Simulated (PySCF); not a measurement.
Method: PySCF with PBE-D3(BJ)/def2-TZVP // PBE0-D3(BJ)/def2-SVP. Isolated molecules, 0 K electronic values unless said otherwise. 

Reference species (SMILES): `COC` (neutral, multiplicity 1).

```
Item             Value
-------------  -------
HOMO–LUMO gap  6.40 eV
dipole moment   1.06 D
```

Changed species: `C#N` (free base NCH; the reference has free base O(CH3)2).

Q: What does the change do to the HOMO–LUMO gap and dipole moment?

A: the HOMO–LUMO gap rises by 1.67 eV, to 8.07 eV; the dipole moment rises by 1.88 D, to 2.94 D.
